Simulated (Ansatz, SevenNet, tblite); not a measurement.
Ladder of methods for the lattice constant a of 1T (CdI2-type) ZrSe2

Reference value: 3.77 Å (measured, temperature not stated, no zero-point or thermal correction; as tabulated in Björkman (2014), arXiv:1406.2436).

| level (code) | value (Å) |
|---|---|
| GFN1-xTB (tblite) | 3.898 |
| SevenNet-l3i5 | 3.802 |
| LDA (Ansatz) | … |
| PBE (Ansatz) | … |
| PBE-D3(BJ) (Ansatz) | 3.735 |
| rVV10 (Ansatz) | 3.820 |
| HSE06 (Ansatz) | 3.792 |

Question: What belongs in the gaps?

Answer: 
- LDA (Ansatz, a quantum-chemistry and plane-wave program), value (Å): 3.694
- PBE (Ansatz), value (Å): 3.798

Differences against the reference: GFN1-xTB +3.40 %, SevenNet-l3i5 +0.85 %, LDA -2.02 %, PBE +0.74 %, PBE-D3(BJ) -0.93 %, rVV10 +1.33 %, HSE06 +0.58 %.

Leaving aside GFN1-xTB (doubt noted below): The reference's temperature isn't stated, so close values are not ranked against it. Off by more than 1.25 %, or 1.75 % on the side where a correction would as a rule narrow the miss (bounds picked here): LDA (-2.02 %), rVV10 (+1.33 %).

The measured value isn't corrected to a static lattice, so vibrations enter the comparison.  GFN1-xTB: the cell has another shape than the first-principles one, perhaps another minimum in the same group. GFN1-xTB: the method was fitted mainly to molecules. GFN1-xTB, LDA, PBE-D3(BJ): the gap of the solid is closed in this run. GFN1-xTB: the run uses a supercell at the zone centre in place of a k mesh. LDA: LDA has no dispersion term either, though it tends to give short spacings of layers, chains or molecules. PBE: for a layered or molecular solid the relaxed cell lies over 5 % above the published volume, where the minimum can be shallow. PBE, HSE06: the cell comes from a level without a dispersion term, which matters for the spacing of layers, chains or molecules. Cutoffs and k meshes differ between the levels. Ansatz's density-functional and Hartree–Fock values are scalar-relativistic unless marked +SOC, with PAW data made under PBE.

Machine-learned potentials (SevenNet-l3i5) are trained on DFT data: a solid inside that data is no test of them.

Differences are worked out from the printed values.
